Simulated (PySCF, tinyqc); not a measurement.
Worked calculation: RHF in the sto-6g basis, for CH+, spin multiplicity 1. The lowest restricted solution is unstable here: a spin-polarised one lies 0.0085 hartree lower (PySCF). Computed by tinyqc, a small Python program that keeps every step (integrals from PySCF). Settings: charge = 1, multiplicity = 1, basis = sto-6g, energy threshold = 1e-09, iteration cap = 69, orthogonalisation = symmetric, start = random, DIIS depth = 0, damping = 0.5, method = RHF. Command: `OMP_NUM_THREADS=1 python tinyqc.py 27507 27508 out.jsonl` (the two numbers bound the seeds that draw the settings). One thread of a shared host (Intel(R) Xeon(R) Processor @ 2.60GHz), about 0.1 s of CPU time with the checks. Later iterations appear only in the table of the cycle.

## One-electron integrals

Geometry (angstrom):
```
atom       x       y       z
C     0.0000  0.0000  0.0000
H     0.0000  0.0000  1.5470
```

Basis sto-6g: exponents (1/bohr^2) and contraction coefficients of normalised primitives:
```
element  l (shell)  exponent  coefficient
C            s (1)  742.7370       0.0092
C            s (1)  136.1800       0.0494
C            s (1)   38.0983       0.1685
C            s (1)   13.0878       0.3706
C            s (1)    5.0824       0.4165
C            s (1)    2.0932       0.1303
C            s (2)   30.4972      -0.0133
C            s (2)    6.0362      -0.0470
C            s (2)    1.8760      -0.0338
C            s (2)    0.7218       0.2502
C            s (2)    0.3135       0.5951
C            s (2)    0.1437       0.2407
C            p (3)   30.4972       0.0038
C            p (3)    6.0362       0.0377
C            p (3)    1.8760       0.1739
C            p (3)    0.7218       0.4180
C            p (3)    0.3135       0.4259
C            p (3)    0.1437       0.1017
H            s (1)   35.5232       0.0092
H            s (1)    6.5131       0.0494
H            s (1)    1.8221       0.1685
H            s (1)    0.6260       0.3706
H            s (1)    0.2431       0.4165
H            s (1)    0.1001       0.1303
```

Overlap, kinetic and nuclear-attraction integrals over the contracted functions; the nuclear repulsion is the sum of Za Zb / Rab.

nuclear repulsion = 2.052400 hartree

overlap S, lower triangle:
```
         1C 1s   1C 2s  1C 2px  1C 2py  1C 2pz   2H 1s
1C 1s   1.0000
1C 2s   0.2432  1.0000
1C 2px  0.0000  0.0000  1.0000
1C 2py  0.0000  0.0000  0.0000  1.0000
1C 2pz  0.0000  0.0000  0.0000  0.0000  1.0000
2H 1s   0.0227  0.2680  0.0000  0.0000  0.2949  1.0000
```

kinetic energy T (hartree), lower triangle:
```
          1C 1s   1C 2s  1C 2px  1C 2py  1C 2pz   2H 1s
1C 1s   16.0686
1C 2s   -0.4928  0.4924
1C 2px   0.0000  0.0000  1.4792
1C 2py   0.0000  0.0000  0.0000  1.4792
1C 2pz   0.0000  0.0000  0.0000  0.0000  1.4792
2H 1s   -0.0072  0.0105  0.0000  0.0000  0.0714  0.7685
```

nuclear attraction V (hartree), lower triangle:
```
           1C 1s    1C 2s   1C 2px   1C 2py   1C 2pz    2H 1s
1C 1s   -34.3500
1C 2s    -3.7016  -5.5011
1C 2px    0.0000   0.0000  -5.4818
1C 2py    0.0000   0.0000   0.0000  -5.4818
1C 2pz   -0.0089  -0.0962   0.0000   0.0000  -5.5391
2H 1s    -0.3869  -1.1071   0.0000   0.0000  -1.1258  -3.2852
```

core Hamiltonian H = T + V (hartree), lower triangle:
```
           1C 1s    1C 2s   1C 2px   1C 2py   1C 2pz    2H 1s
1C 1s   -18.2814
1C 2s    -4.1944  -5.0087
1C 2px    0.0000   0.0000  -4.0026
1C 2py    0.0000   0.0000   0.0000  -4.0026
1C 2pz   -0.0089  -0.0962   0.0000   0.0000  -4.0599
2H 1s    -0.3941  -1.0966   0.0000   0.0000  -1.0544  -2.5167
```

## Two-electron integrals

Functions are numbered as in S; the eight-fold symmetry (ij|kl) = (ji|kl) = (kl|ij) leaves the list below.

Two-electron integrals (ij|kl) in chemists' order, unique and non-zero (hartree):
```
(11|11) 3.5437   (21|11) 0.5295   (21|21) 0.1003   (22|11) 0.8536
(22|21) 0.1999   (22|22) 0.6248   (31|31) 0.0213   (32|31) 0.0319
(32|32) 0.1381   (33|11) 0.8536   (33|21) 0.1999   (33|22) 0.6248
(33|33) 0.6732   (41|41) 0.0213   (42|41) 0.0319   (42|42) 0.1381
(43|43) 0.0363   (44|11) 0.8536   (44|21) 0.1999   (44|22) 0.6248
(44|33) 0.6007   (44|44) 0.6732   (51|51) 0.0213   (52|51) 0.0319
(52|52) 0.1381   (53|53) 0.0363   (54|54) 0.0363   (55|11) 0.8536
(55|21) 0.1999   (55|22) 0.6248   (55|33) 0.6007   (55|44) 0.6007
(55|55) 0.6732   (61|11) 0.0516   (61|21) 0.0094   (61|22) 0.0186
(61|33) 0.0185   (61|44) 0.0185   (61|51) 0.0006   (61|52) 0.0012
(61|55) 0.0187   (61|61) 0.0009   (62|11) 0.1547   (62|21) 0.0369
(62|22) 0.1313   (62|33) 0.1279   (62|44) 0.1279   (62|51) 0.0037
(62|52) 0.0271   (62|55) 0.1379   (62|61) 0.0036   (62|62) 0.0407
(63|31) 0.0035   (63|32) 0.0191   (63|53) 0.0050   (63|63) 0.0043
(64|41) 0.0035   (64|42) 0.0191   (64|54) 0.0050   (64|64) 0.0043
(65|11) 0.1474   (65|21) 0.0356   (65|22) 0.1335   (65|33) 0.1273
(65|44) 0.1273   (65|51) 0.0065   (65|52) 0.0437   (65|55) 0.1461
(65|61) 0.0036   (65|62) 0.0488   (65|65) 0.0617   (66|11) 0.3409
(66|21) 0.0828   (66|22) 0.3349   (66|33) 0.3199   (66|44) 0.3199
(66|51) 0.0086   (66|52) 0.0873   (66|55) 0.3650   (66|61) 0.0081
(66|62) 0.1441   (66|65) 0.1890   (66|66) 0.7750
```

## Orthogonalisation

S = U s U^T; symmetric (Loewdin) form X = U s^(-1/2) U^T, so that X^T S X = 1.

eigenvalues of S: 0.5716  0.8267  1.0000  1.0000  1.1553  1.4464

X, lower triangle:
```
          1C 1s    1C 2s  1C 2px  1C 2py   1C 2pz   2H 1s
1C 1s    1.0237
1C 2s   -0.1303   1.0555
1C 2px   0.0000   0.0000  1.0000
1C 2py   0.0000   0.0000  0.0000  1.0000
1C 2pz  -0.0043   0.0346  0.0000  0.0000   1.0370
2H 1s    0.0159  -0.1529  0.0000  0.0000  -0.1644  1.0681
```

## Starting guess

The start is random orthonormal orbitals; D = 2 C_occ C_occ^T.

D at the start, lower triangle:
```
          1C 1s    1C 2s   1C 2px  1C 2py  1C 2pz   2H 1s
1C 1s    1.0729
1C 2s   -1.2440   1.4747
1C 2px  -0.3512   0.2112   1.3166
1C 2py   0.1088  -0.2382   0.5732  1.1008
1C 2pz  -0.3656   0.5431  -0.6629  0.0876  0.9819
2H 1s    0.4532  -0.5610   0.0004  0.8094  0.2078  0.8159
```

## Iteration 1: building the Fock matrix

J_ij = sum D_kl (ij|kl), K_ij = sum D_kl (ik|jl); F = H + J - 0.5 K; E = tr D H + tr D J / 2 - 0.25 tr D K + E_nn.

Coulomb J (hartree), lower triangle:
```
          1C 1s    1C 2s   1C 2px   1C 2py  1C 2pz   2H 1s
1C 1s    6.8577
1C 2s    1.3424   3.6622
1C 2px  -0.0015   0.0360   3.6643
1C 2py  -0.0049  -0.0279   0.0416   3.6486
1C 2pz   0.0251   0.1868  -0.0481   0.0144  3.6736
2H 1s    0.1282   0.8346  -0.0010  -0.0006  0.8887  2.4305
```

exchange K (hartree), lower triangle:
```
          1C 1s    1C 2s   1C 2px  1C 2py  1C 2pz   2H 1s
1C 1s    2.7422
1C 2s   -0.1683   0.9318
1C 2px  -0.2583   0.0798   1.0964
1C 2py   0.0578  -0.0375   0.3651  0.9589
1C 2pz  -0.1394   0.3348  -0.4222  0.1629  0.9639
2H 1s    0.0033   0.2718  -0.0642  0.2413  0.4516  0.7298
```

Fock matrix F (hartree), lower triangle:
```
           1C 1s    1C 2s   1C 2px   1C 2py   1C 2pz    2H 1s
1C 1s   -12.7948
1C 2s    -2.7679  -1.8124
1C 2px    0.1277  -0.0039  -0.8865
1C 2py   -0.0338  -0.0092  -0.1410  -0.8334
1C 2pz    0.0860  -0.0769   0.1630  -0.0670  -0.8682
2H 1s    -0.2676  -0.3979   0.0311  -0.1212  -0.3915  -0.4511
```

total energy of this density = -20.720913 hartree

This density is the starting one.

## Iteration 1: diagonalisation and new density

Diagonalise F' = X^T F X, C = X C', fill 3 alpha and 3 beta electrons from the bottom; D = 2 C_occ C_occ^T; the new density keeps 0.5 of the old one (damping). Each column has its largest component positive (the first on a tie).

F' = X^T F X (hartree), lower triangle:
```
          1        2        3        4        5        6
1  -12.7099
2   -1.0491  -1.3711
3    0.1310  -0.0199  -0.8865
4   -0.0350   0.0109  -0.1410  -0.8334
5    0.1006  -0.0571   0.1632  -0.0497  -0.8161
6   -0.0632  -0.1327   0.0091  -0.1176  -0.2186  -0.3163
```

orbital energies (hartree): MO1 -12.8087, MO2 -1.3112, MO3 -1.0573, MO4 -0.9413, MO5 -0.6053, MO6 -0.2094

coefficients C:
```
            MO1      MO2      MO3      MO4      MO5      MO6
1C 1s    1.0076  -0.2125  -0.0207   0.0484   0.0366   0.0285
1C 2s   -0.0345   1.0037   0.1176  -0.2371  -0.1202  -0.2500
1C 2px  -0.0107   0.0002   0.7813   0.1139   0.6127  -0.0328
1C 2py   0.0027   0.0357   0.3245   0.7475  -0.5604  -0.1437
1C 2pz  -0.0100   0.2207  -0.5133   0.5166   0.5319  -0.4915
2H 1s    0.0094   0.0017  -0.0288   0.2515   0.0469   1.0607
```

D after iteration 1, lower triangle:
```
          1C 1s    1C 2s   1C 2px   1C 2py  1C 2pz   2H 1s
1C 1s    1.5973
1C 2s   -0.8726   1.7598
1C 2px  -0.2026   0.1980   1.2688
1C 2py   0.0428  -0.0452   0.5401   0.6570
1C 2pz  -0.2291   0.4331  -0.7323  -0.1149  0.8033
2H 1s    0.2363  -0.2825  -0.0224   0.3954  0.1190  0.4089
```

## Iteration 2: building the Fock matrix

As before.

Coulomb J (hartree), lower triangle:
```
         1C 1s   1C 2s   1C 2px   1C 2py  1C 2pz   2H 1s
1C 1s   8.6794
1C 2s   1.5940  3.9227
1C 2px  0.0038  0.0409   3.9429
1C 2py  0.0017  0.0054   0.0392   3.8986
1C 2pz  0.0211  0.1364  -0.0534  -0.0044  3.9266
2H 1s   0.1527  0.8418  -0.0014   0.0008  0.8718  2.2546
```

exchange K (hartree), lower triangle:
```
          1C 1s   1C 2s   1C 2px   1C 2py  1C 2pz   2H 1s
1C 1s    4.9905
1C 2s    0.4773  1.2542
1C 2px  -0.1318  0.1008   1.1224
1C 2py   0.0357  0.0336   0.3440   0.7327
1C 2pz  -0.0710  0.2828  -0.4694  -0.0209  0.8704
2H 1s    0.0604  0.3201  -0.0795   0.1073  0.3368  0.4494
```

Fock matrix F (hartree), lower triangle:
```
           1C 1s    1C 2s   1C 2px   1C 2py   1C 2pz    2H 1s
1C 1s   -12.0972
1C 2s    -2.8391  -1.7132
1C 2px    0.0698  -0.0095  -0.6208
1C 2py   -0.0161  -0.0114  -0.1328  -0.4704
1C 2pz    0.0477  -0.1012   0.1813   0.0061  -0.5685
2H 1s    -0.2717  -0.4148   0.0384  -0.0528  -0.3510  -0.4868
```

total energy of this density = -29.096965 hartree

This density is a damped mixture and is not idempotent.

## Iteration 2: diagonalisation and new density

As before.

F' = X^T F X (hartree), lower triangle:
```
          1        2        3        4        5        6
1  -11.9579
2   -1.2350  -1.2261
3    0.0725  -0.0187  -0.6208
4   -0.0159  -0.0017  -0.1328  -0.4704
5    0.0571  -0.0679   0.1811   0.0146  -0.5096
6   -0.0354  -0.1614   0.0137  -0.0559  -0.2158  -0.3559
```

orbital energies (hartree): MO1 -12.0990, MO2 -1.1413, MO3 -0.8132, MO4 -0.5631, MO5 -0.3506, MO6 -0.1735

coefficients C:
```
            MO1      MO2      MO3      MO4      MO5      MO6
1C 1s    1.0025  -0.2297  -0.0420   0.0621  -0.0327   0.0279
1C 2s   -0.0112   0.9775   0.2006  -0.2992   0.1394  -0.2255
1C 2px  -0.0060  -0.0251   0.7459   0.2892  -0.5713  -0.1815
1C 2py   0.0013   0.0109   0.2824   0.6301   0.7171  -0.0943
1C 2pz  -0.0053   0.2018  -0.5295   0.4143  -0.2557  -0.7386
2H 1s    0.0040   0.0832  -0.1340   0.4716  -0.2390   0.9419
```

D after iteration 2, lower triangle:
```
          1C 1s    1C 2s   1C 2px   1C 2py  1C 2pz   2H 1s
1C 1s    1.8582
1C 2s   -0.6804   1.8758
1C 2px  -0.1329   0.2243   1.1914
1C 2py   0.0084   0.0447   0.4804   0.4083
1C 2pz  -0.1440   0.3076  -0.7661  -0.2048  0.7228
2H 1s    0.1087  -0.0869  -0.1132   0.1608  0.1472  0.2293
```

## Iteration 3: building the Fock matrix

As before.

Coulomb J (hartree), lower triangle:
```
         1C 1s   1C 2s   1C 2px   1C 2py  1C 2pz   2H 1s
1C 1s   9.5542
1C 2s   1.7118  4.0347
1C 2px  0.0078  0.0491   4.0603
1C 2py  0.0043  0.0190   0.0349   4.0034
1C 2pz  0.0168  0.1042  -0.0567  -0.0133  4.0405
2H 1s   0.1641  0.8445  -0.0010   0.0011  0.8640  2.1859
```

exchange K (hartree), lower triangle:
```
          1C 1s   1C 2s   1C 2px   1C 2py  1C 2pz   2H 1s
1C 1s    6.1122
1C 2s    0.7984  1.4097
1C 2px  -0.0668  0.1236   1.0982
1C 2py   0.0212  0.0597   0.3060   0.5994
1C 2pz  -0.0372  0.2296  -0.5030  -0.1092  0.8508
2H 1s    0.0879  0.3621  -0.1080   0.0318  0.3102  0.3635
```

Fock matrix F (hartree), lower triangle:
```
           1C 1s    1C 2s   1C 2px   1C 2py   1C 2pz    2H 1s
1C 1s   -11.7833
1C 2s    -2.8818  -1.6789
1C 2px    0.0412  -0.0127  -0.4914
1C 2py   -0.0063  -0.0108  -0.1181  -0.2989
1C 2pz    0.0266  -0.1068   0.1948   0.0413  -0.4448
2H 1s    -0.2740  -0.4331   0.0530  -0.0148  -0.3455  -0.5126
```

total energy of this density = -33.311766 hartree

This density is a damped mixture and is not idempotent.

## Iteration 3: diagonalisation and new density

As before.

F' = X^T F X (hartree), lower triangle:
```
          1        2        3        4        5        6
1  -11.6167
2   -1.3295  -1.1657
3    0.0439  -0.0201  -0.4914
4   -0.0054  -0.0069  -0.1181  -0.2989
5    0.0319  -0.0632   0.1926   0.0449  -0.3791
6   -0.0197  -0.1855   0.0272  -0.0211  -0.2269  -0.3771
```

orbital energies (hartree): MO1 -11.7836, MO2 -1.0732, MO3 -0.7149, MO4 -0.4174, MO5 -0.2336, MO6 -0.1064

coefficients C:
```
            MO1      MO2      MO3      MO4      MO5      MO6
1C 1s    0.9997  -0.2350  -0.0642   0.0749  -0.0204  -0.0246
1C 2s    0.0012   0.9469   0.2912  -0.3603   0.0954   0.1879
1C 2px  -0.0036  -0.0412   0.6846   0.4776  -0.4620   0.2968
1C 2py   0.0005  -0.0022   0.2452   0.4469   0.8588   0.0518
1C 2pz  -0.0026   0.1909  -0.5355   0.2353  -0.0204   0.8513
2H 1s    0.0010   0.1548  -0.2522   0.6541  -0.2202  -0.7922
```

D after iteration 3, lower triangle:
```
          1C 1s   1C 2s   1C 2px   1C 2py  1C 2pz   2H 1s
1C 1s    1.9878
1C 2s   -0.5802  1.9193
1C 2px  -0.1044  0.2725   1.0660
1C 2py  -0.0105  0.0917   0.4081   0.2643
1C 2pz  -0.0850  0.1786  -0.7575  -0.2341  0.6846
2H 1s    0.0352  0.0297  -0.2356   0.0182  0.2382  0.2022
```

## Convergence

Stop when the energy changes by less than 1e-09 hartree and every element of the error matrix X^T (F D S - S D F) X is below 9e-06.

Course of the cycle:
```
iteration  E (hartree)     change  largest element of the error matrix
1           -20.720913          -                             9.69e+00
2           -29.096965  -8.38e+00                             4.55e+00
3           -33.311766  -4.21e+00                             2.22e+00
4           -35.453886  -2.14e+00                             1.10e+00
5           -36.551551  -1.10e+00                             5.51e-01
6           -37.116816  -5.65e-01                             2.77e-01
7           -37.409798  -2.93e-01                             1.39e-01
8           -37.563575  -1.54e-01                             7.64e-02
9           -37.646062  -8.25e-02                             7.35e-02
10          -37.691798  -4.57e-02                             6.92e-02
11          -37.718327  -2.65e-02                             6.41e-02
12          -37.734585  -1.63e-02                             5.89e-02
13          -37.745160  -1.06e-02                             5.38e-02
14          -37.752442  -7.28e-03                             4.89e-02
...                ...        ...                                  ...
56          -37.776756  -6.68e-07                             5.62e-04
57          -37.776757  -5.39e-07                             5.05e-04
58          -37.776757  -4.35e-07                             4.53e-04
59          -37.776758  -3.51e-07                             4.07e-04
60          -37.776758  -2.83e-07                             3.66e-04
61          -37.776758  -2.29e-07                             3.29e-04
62          -37.776758  -1.85e-07                             2.95e-04
63          -37.776758  -1.49e-07                             2.65e-04
64          -37.776759  -1.20e-07                             2.38e-04
65          -37.776759  -9.71e-08                             2.14e-04
66          -37.776759  -7.83e-08                             1.92e-04
67          -37.776759  -6.32e-08                             1.73e-04
68          -37.776759  -5.10e-08                             1.55e-04
69          -37.776759  -4.12e-08                             1.39e-04
```

PySCF RHF in the same basis = -37.776759 hartree

Not converged within the cap of 69 iterations: the residual falls steadily but slowly, by a factor of about 0.90 a step. Reruns (cap 100 unless said): DIIS 8: converged in 14; level shift 0.5: converged in 95; atomic densities as start, DIIS 8: converged in 6; the original settings with a cap of 400: converged in 95.
